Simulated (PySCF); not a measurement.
Compound: C₂HClN₃ (charge -1).
InChI=1S/C2HClN3/c3-2-1-4-6-5-2/h1H/q-1

Level: PBE0/pcSseg-1 in PySCF, non-relativistic, on one gas-phase PBE0-D3(BJ)/def2-SVP geometry that isn't relaxed in the solvent. The solvent is an IEF-PCM continuum (Bondi radii, 1.10 Å for H, scaled by 1.2). The model holds no explicit solvent molecules, cavitation or dispersion.

```tsv
run	E − E(gas) (kcal/mol)	HOMO (eV)	HOMO–LUMO gap (eV)
gas	0.00	-1.73	7.67
P	-29.64	-4.11	7.84
Q	-52.18	-5.82	7.82
```

The runs were made in cyclohexane and tetrahydrofuran. Which run belongs to which solvent?

P = cyclohexane, Q = tetrahydrofuran. The dielectric constants are 2.017 (cyclohexane), 7.426 (tetrahydrofuran), and the energy falls further as ε rises. In this model the ground state sees the solvent through ε alone.

How constant is the ratio of the lowering to 1 − 1/ε?

```csv
solvent,1 − 1/ε,E − E(gas) (kcal/mol),ratio (kcal/mol),polarisation term (kcal/mol)
cyclohexane,0.504,-29.64,-58.8,-30.01
tetrahydrofuran,0.865,-52.18,-60.3,-53.81
```

The ratio changes by +2.5 % in size from cyclohexane to tetrahydrofuran. The polarisation term is half the interaction of the solute with the induced surface charges.
